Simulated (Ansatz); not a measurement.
Input file:

```yaml
crystal:
  periodic: [false, false, false]
  atoms:
    - {symbol: Al, position_ang: [0.000000, 0.049600, 0.000000]}
    - {symbol: H, position_ang: [0.000000, 0.196326, -1.346440]}
    - {symbol: H, position_ang: [0.000000, 0.196332, 1.346439]}
    - {symbol: H, position_ang: [0.000000, -1.720401, 0.000004]}
basis:
  gaussian: {orbitals: aug-cc-pVDZ}
total_charge: 1
magnetization: {spin_polarized: false, initial_magnetization: 1}
hamiltonian: {xc: {name: PBE}, pseudopotentials: {relativity: none}}
correlation: {method: ccsd, electrons: valence}
```

```sh
$ ansatz run in.yaml --threads 1 --pin off --events-out ev --progress --plain --max-ram 2393MiB
```

Output:

```
522 factors; integrals over basis functions are off by at most 6.9e-4 eV
mean field evaluation 1: about -6627.7608 eV, gradient 1.8e1 eV
mean field evaluation 2: about -6627.7545 eV, gradient 1.8e1 eV
mean field evaluation 4: about -6628.6660 eV, gradient 7.4e0 eV
mean field evaluation 8: about -6629.2486 eV, gradient 9.5e-2 eV
mean field evaluation 16: about -6629.2487 eV, gradient 5.2e-6 eV
mean field -6629.24867563 eV, -243.6203953632 hartree, gradient 5.3e-6 eV, S^2 0.750000; 0 other end points of the search recorded, 0 dependent functions left out
5 core orbitals not correlated: weight in the atoms' cores, before any rotation towards them, 1.000 or more for the frozen orbitals, at most 0.000 for the correlated occupied ones
reference -6618.58505076 eV, -243.2285143773 hartree; 3, 2 occupied and 46, 47 virtual orbitals, 522 factors
second order -1.65951320 eV of doubles, -0.22576030 eV of singles
cycle   1  -2.23990755 eV  change   -3.5e-1 eV  update   4.3e-2
cycle   2  -2.37484157 eV  change   -1.3e-1 eV  update   1.4e-2
cycle   3  -2.37718658 eV  change   -2.3e-3 eV  update   2.4e-3
cycle   4  -2.37771203 eV  change   -5.3e-4 eV  update   1.1e-3
cycle   5  -2.37762818 eV  change    8.4e-5 eV  update   3.0e-4
cycle   6  -2.37759093 eV  change    3.7e-5 eV  update   8.3e-5
cycle   7  -2.37761660 eV  change   -2.6e-5 eV  update   3.2e-5
cycle   8  -2.37762094 eV  change   -4.3e-6 eV  update   1.4e-5
cycle   9  -2.37761694 eV  change    4.0e-6 eV  update   4.6e-6
Total energy: -6620.96266770 eV, -243.3158901884 hartree
```

Ran on 1 thread of Intel Xeon, shared host: 5.5 s wall, 0.16 GiB peak host memory.
